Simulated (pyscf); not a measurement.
# Four-centre exchange: H₂B–OH + SiH₄ → H₂B–OH + SiH₄

Gas phase, singlet surface, charge 0. Bonds broken: O2–H5, Si6–H7. Bonds formed: O2–H7, H5–Si6. PySCF, gas phase, ωB97X-D3(BJ)/def2-SVP geometries. Correlated levels are frozen-core, on RHF or UHF. ΔMP2 is the change of the MP2 total energy from the triple- to the quadruple-zeta basis.

Transition state (Å):

```xyz
10

B     -1.5828    -2.1798     0.1163
O     -1.0682    -0.9001     0.0069
H     -1.0703    -3.0265    -0.5619
H     -2.4948    -2.3306     0.8811
H     -1.2774     0.1031     0.3570
Si    -0.1587     1.8390    -0.4393
H     -0.3462    -0.3486    -0.5860
H      1.0172     1.9278    -1.3801
H      0.3192     2.5606     0.7928
H     -1.1822     2.7535    -1.0578
```

One imaginary mode, 1722i cm⁻¹; descent along it reached the two sides named.

| bond | change | reactant side (Å) | saddle | product side |
|---|---|---|---|---|
| O2–H5 | breaks | 0.964 | 1.083 | 2.8 |
| Si6–H7 | breaks | 1.489 | 2.201 | 4.1 |
| O2–H7 | forms | 2.8 | 1.085 | 0.964 |
| H5–Si6 | forms | 4.2 | 2.213 | 1.489 |

Electronic energies relative to the separated reactants (kcal/mol):

```
level                             barrier  reaction energy  reverse barrier
--------------------------------  -------  ---------------  ---------------
ωB97X-D3(BJ)/def2-TZVP               77.5              0.0             77.5
PBE/def2-TZVP                        66.9              0.0             66.9
r²SCAN/def2-TZVP                     72.7              0.0             72.7
B3LYP-D3(BJ)/def2-TZVP               74.6              0.0             74.6
PBE0-D3(BJ)/def2-TZVP                71.4              0.0             71.4
M06-2X/def2-TZVP                     76.7              0.0             76.7
ωB97M-D3(BJ)/def2-TZVP               76.1              0.0             76.1
HF/def2-TZVP                         96.4              0.0             96.4
MP2/def2-QZVPP                       78.6              0.0             78.6
CCSD/def2-TZVPP                      82.0              0.0             82.0
CCSD(T)/def2-TZVPP                   79.0              0.0             79.0
CCSD(T)/def2-TZVPP + ΔMP2(QZVPP)     78.6              0.0             78.6
```

With CCSD(T)/def2-TZVPP + ΔMP2(QZVPP) energies and thermal terms (ideal gas, 1 atm, RRHO with modes under 100 cm⁻¹ raised to 100, one conformer, R ln 2 for chiral ones without a mode under 150 cm⁻¹), in kcal/mol:

| T (K) | ΔH‡ | ΔG‡ | ΔH | ΔG |
|---|---|---|---|---|
| 298 | 75.5 | 83.5 | 0.0 | 0.0 |
| 600 | 76.4 | 91.3 | 0.0 | 0.0 |
| 900 | 77.4 | 98.6 | 0.0 | 0.0 |
| 1200 | 78.3 | 105.5 | 0.0 | 0.0 |

The same reactants have a lower exit, to BH₃ + HO–SiH₃ (highest point, the separated products, at +17.2 kcal/mol at ωB97M-D3(BJ), against +76.1 kcal/mol here). Another saddle between the same species, by other bonds, lies lower (18.9 kcal/mol against 76.1 kcal/mol at ωB97M-D3(BJ)). The CCSD(T) − MP2 part came from Ansatz, without density fitting, on the same reference.
